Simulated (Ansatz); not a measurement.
Gas-phase reaction in SMILES: C=CF [fluoroethene] + 3 [H][H] (H2) -> 2 C (CH4) + F (HF)

Quantity: energy of full hydrogenation (enthalpy at 298 K), in kcal/mol. Terms: 6-31G* and kin with 6d, 5d where marked; LANL2DZ all-electron up to Ne; 6-311+G** with 5d; no spin-orbit coupling; no dispersion term unless named; non-relativistic; valence correlation only. Basis-set limits of correlation are two-point, X^-3; Hartree-Fock from the larger set. [CCSD(T)-MP2]/basis is that difference in the basis named. Ab initio and DFT rows: single points at B3LYP-D3(BJ) geometries (Ansatz, a program for electronic structure), with unscaled harmonic terms from B3LYP/6-31G* at its own minima.

Measured values: Active Thermochemical Tables 1.112 (ions: stationary electron), as tabulated in the package chemicals; they hold spin-orbit and core effects, anharmonicity. 

Value to compare with, the measured value: -66.7 kcal/mol.

| level | program | energy of full hydrogenation (enthalpy at 298 K) (kcal/mol) | error |
|---|---|---|---|
| HF/3-21G | Ansatz | -65.1 | 1.6 |
| HF/6-311+G** | Ansatz | -72.1 | -5.4 |
| PBE/3-21G | Ansatz | -45.6 | 21.1 |
| PBE/LANL2DZ | Ansatz | -68.1 | -1.4 |
| PBE/def2-SVP | Ansatz | -59.0 | 7.7 |
| B3LYP/STO-3G | Ansatz | -48.1 | 18.6 |
| B3LYP/6-31G* | Ansatz | -56.0 | 10.7 |
| B3LYP/6-311+G** | Ansatz | -66.1 | 0.6 |
| MP2/LANL2DZ | Ansatz | -65.5 | 1.2 |
| B3LYP/def2-TZVPD | Ansatz | -63.6 | 3.1 |
| wB97X-V/def2-TZVPD | Ansatz | -66.4 | 0.3 |
| RI-MP2/CBS(aug-cc-pVTZ,aug-cc-pVQZ)+[CCSD(T)-MP2]/aug-cc-pVTZ | Ansatz | -66.7 | 0.0 |

Among the 9 habitual levels, PBE/3-21G lies farthest from the measured value (21.1 kcal/mol); 7 of 9 lie above it, and their mean absolute error is 7.6 kcal/mol, the median 5.4. One case shows no general order.

The levels are drawn from those run, B3LYP/6-31G* more often than the rest, none by its result; runs whose electronic state is in doubt are left out.
